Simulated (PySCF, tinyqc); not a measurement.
Inside a calculation. Method: CIS and TDHF on RHF in the sto-6g basis, for BH, spin multiplicity 1. The lowest restricted solution is unstable here: a spin-polarised one lies 0.0077 hartree lower (PySCF). One step of it, computed by the program tinyqc.

Problem. CIS matrix, singlets. A(ia,jb) = (e_a - e_i) d_ij d_ab + 2 (ia|jb) - (ij|ab).

orbital energies (hartree): MO1 -7.457247, MO2 -0.501742, MO3 -0.248268, MO4 0.257816, MO5 0.257816, MO6 0.482226

Two-electron integrals over orbitals (pq|rs), unique and non-zero (hartree):
```
p,q,r,s,(pq|rs)
1,1,1,1,2.903729
2,1,1,1,-0.260382
2,1,2,1,0.038274
2,2,1,1,0.609036
2,2,2,1,-0.007170
2,2,2,2,0.503963
3,1,1,1,-0.193654
3,1,2,1,0.025868
3,1,2,2,-0.015333
3,1,3,1,0.029049
3,2,1,1,0.134733
3,2,2,1,-0.009121
3,2,2,2,-0.046096
3,2,3,1,0.004461
3,2,3,2,0.106162
3,3,1,1,0.634323
3,3,2,1,-0.011858
3,3,2,2,0.434487
3,3,3,1,0.003247
3,3,3,2,0.039719
3,3,3,3,0.506448
4,1,4,1,0.021984
4,2,4,1,0.021533
4,2,4,2,0.072251
4,3,4,1,0.015926
4,3,4,2,0.044761
4,3,4,3,0.049855
4,4,1,1,0.743126
4,4,2,1,-0.009127
4,4,2,2,0.459753
4,4,3,1,-0.006181
4,4,3,2,0.070025
4,4,3,3,0.469839
4,4,4,4,0.587109
5,1,5,1,0.021984
5,2,5,1,0.021533
5,2,5,2,0.072251
5,3,5,1,0.015926
5,3,5,2,0.044761
5,3,5,3,0.049855
5,4,5,4,0.031641
5,5,1,1,0.743126
5,5,2,1,-0.009127
5,5,2,2,0.459753
5,5,3,1,-0.006181
5,5,3,2,0.070025
5,5,3,3,0.469839
5,5,4,4,0.523827
5,5,5,5,0.587109
6,1,1,1,0.120433
6,1,2,1,-0.020964
6,1,2,2,-0.006777
6,1,3,1,-0.001920
6,1,3,2,0.015150
6,1,3,3,0.017435
6,1,4,4,0.003758
6,1,5,5,0.003758
6,1,6,1,0.024520
6,2,1,1,-0.176118
6,2,2,1,0.003018
6,2,2,2,-0.036002
6,2,3,1,0.012829
6,2,3,2,-0.044409
6,2,3,3,-0.000063
6,2,4,4,-0.092429
6,2,5,5,-0.092429
6,2,6,1,0.009434
6,2,6,2,0.109732
6,3,1,1,0.131136
6,3,2,1,-0.003274
6,3,2,2,-0.022423
6,3,3,1,0.005702
6,3,3,2,0.093207
6,3,3,3,0.051983
6,3,4,4,0.070423
6,3,5,5,0.070423
6,3,6,1,0.009714
6,3,6,2,-0.061749
6,3,6,3,0.109009
6,4,4,1,-0.009249
6,4,4,2,-0.032219
6,4,4,3,-0.004266
6,4,6,4,0.028664
6,5,5,1,-0.009249
6,5,5,2,-0.032219
6,5,5,3,-0.004266
6,5,6,5,0.028664
6,6,1,1,0.632961
6,6,2,1,-0.005813
6,6,2,2,0.516789
6,6,3,1,-0.015151
6,6,3,2,-0.061974
6,6,3,3,0.459751
6,6,4,4,0.453198
6,6,5,5,0.453198
6,6,6,1,-0.008657
6,6,6,2,-0.010386
6,6,6,3,-0.036951
6,6,6,6,0.565570
```

Give: CIS matrix A, singlet.

Solution.

CIS matrix A, singlet (hartree):
```
,1>4,1>5,1>6,2>4,2>5,2>6,3>4,3>5,3>6
1>4,7.0159,0.0000,0.0000,0.0522,0.0000,0.0000,0.0380,0.0000,0.0000
1>5,0.0000,7.0159,0.0000,0.0000,0.0522,0.0000,0.0000,0.0380,0.0000
1>6,0.0000,0.0000,7.3556,0.0000,0.0000,0.0247,0.0000,0.0000,0.0346
2>4,0.0522,0.0000,0.0000,0.4443,0.0000,0.0000,0.0195,0.0000,0.0000
2>5,0.0000,0.0522,0.0000,0.0000,0.4443,0.0000,0.0000,0.0195,0.0000
2>6,0.0000,0.0000,0.0247,0.0000,0.0000,0.6866,0.0000,0.0000,-0.0615
3>4,0.0380,0.0000,0.0000,0.0195,0.0000,0.0000,0.1360,0.0000,0.0000
3>5,0.0000,0.0380,0.0000,0.0000,0.0195,0.0000,0.0000,0.1360,0.0000
3>6,0.0000,0.0000,0.0346,0.0000,0.0000,-0.0615,0.0000,0.0000,0.4888
```
